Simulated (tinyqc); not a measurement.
Orbital energy against energy difference: ionisation energy by orbital energies and by energy differences in the 6-31g basis, for CH4, spin multiplicity 1. Computed by the program tinyqc with PySCF. The cation is unrestricted; errors are against CCSD(T) in this basis, not against experiment.

Geometry (angstrom):
```
atom        x        y        z
C      0.0000   0.0000   0.0000
H      0.6040   0.6040   0.6040
H      0.6040  -0.6040  -0.6040
H     -0.6040   0.6040  -0.6040
H     -0.6040  -0.6040   0.6040
```

CCSD(T) difference in the same basis = 14.2836 eV

IP-EOM-CCSD = 14.2296 eV

First vertical ionisation energy (eV):
```
method     -e(HOMO)  E(cation) - E  error of -e(HOMO)  error of the difference
HF           15.086       13.68845              0.802                   -0.595
LDA           9.458       14.50024             -4.825                    0.217
PBE           9.458       14.39947             -4.825                    0.116
B3LYP        10.824       14.56386             -3.460                    0.280
PBE0         11.105       14.51327             -3.179                    0.230
CAM-B3LYP    12.596       14.57471             -1.688                    0.291
LC-wPBE      14.124       14.63563             -0.159                    0.352
```

What does the comparison show, and why?

Koopmans errs by +0.80 eV and Delta-HF by -0.60 eV: relaxation, 1.40 eV, lowers the value and the missing correlation difference works against it. The PBE level is off by -4.8 eV through the wrong tail of its potential, though its energy difference is off by +0.12 eV; exact exchange deepens the level, and among the orbital energies LC-wPBE comes closest; among the differences PBE does.
